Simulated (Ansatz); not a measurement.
```yaml
crystal:
  periodic: [false, false, false]
  atoms:
    - {symbol: Ti, position_ang: [0.000000, 0.000000, 0.000000]}
    - {symbol: Cl, position_ang: [0.000000, 0.000000, 2.470000]}
basis:
  gaussian: {orbitals: def2-TZVP}
magnetization: {spin_polarized: true, initial_magnetization: 5}
hamiltonian: {xc: pbe0}
relax: {f_tol: 0.004, max_steps: 80}
```

```sh
$ ansatz run in.yaml --threads 1 --pin off --events-out ev --progress --plain --max-ram 2176MiB
```

Steps of the relaxation (energy above the last step; positions in Å, forces in eV/Å):

```
2
step 1, 256.1 meV
Ti    0.000    0.000    0.000    0.000    0.000   -1.296
Cl    0.000    0.000    2.470    0.000    0.000    1.296
```

```
2
step 2, 93.0 meV
Ti    0.000    0.000   -0.095    0.000    0.000   -0.528
Cl    0.000    0.000    2.565    0.000    0.000    0.528
```

```
2
step 3, 42.4 meV
Ti    0.000    0.000   -0.160    0.000    0.000   -0.272
Cl    0.000    0.000    2.630    0.000    0.000    0.272
```

```
2
step 6, 0.0 meV
Ti    0.000    0.000   -0.405    0.000    0.000    0.001
Cl    0.000    0.000    2.875    0.000    0.000   -0.001
```

Close pairs at the end: Ti1–Cl2 3.281 Å.

A stationary point of unrestricted PBE0 after 6 steps, with ⟨S²⟩ = 8.755 against 8.75 for a pure state. 90 s on 1 thread of AMD EPYC 9R45, shared host.
